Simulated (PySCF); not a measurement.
Geometries of 2 isomers of C3H3FS, from PySCF, PBE0-D3(BJ)/def2-SVP geometry optimisation, gas phase. One conformer each, no zero-point energy, no frequencies.

Question: Which is lower in electronic energy at this level?
A.
```xyz
8
angstrom
C     -0.993   -0.145    0.052
C      0.357    0.469   -0.024
F      0.374    1.811   -0.033
C      1.497   -0.201   -0.082
S      2.817   -1.031   -0.157
H     -1.512    0.179    0.968
H     -0.928   -1.241    0.055
H     -1.602    0.167   -0.813
```
B.
```xyz
8
angstrom
F     -1.470   -0.836    1.140
C     -0.955   -0.371   -0.045
C      0.334    0.357    0.177
C      1.495   -0.067   -0.273
S      2.859   -0.570   -0.830
H     -0.805   -1.222   -0.730
H     -1.699    0.310   -0.492
H      0.317    1.285    0.759
```

Answer: B. That is `FCC=C=S`, 4.0 kcal/mol below the other.

```tsv
SMILES	atoms numbered as above	E (Eh)	relative (kcal/mol)	relative (kJ/mol)	dipole (D)
FCC=C=S	[F:1][CH2:2][CH:3]=[C:4]=[S:5]	-613.44239	0.0	0.0	1.42
CC(F)=C=S	[CH3:1][C:2]([F:3])=[C:4]=[S:5]	-613.43600	4.0	16.8	1.72
```
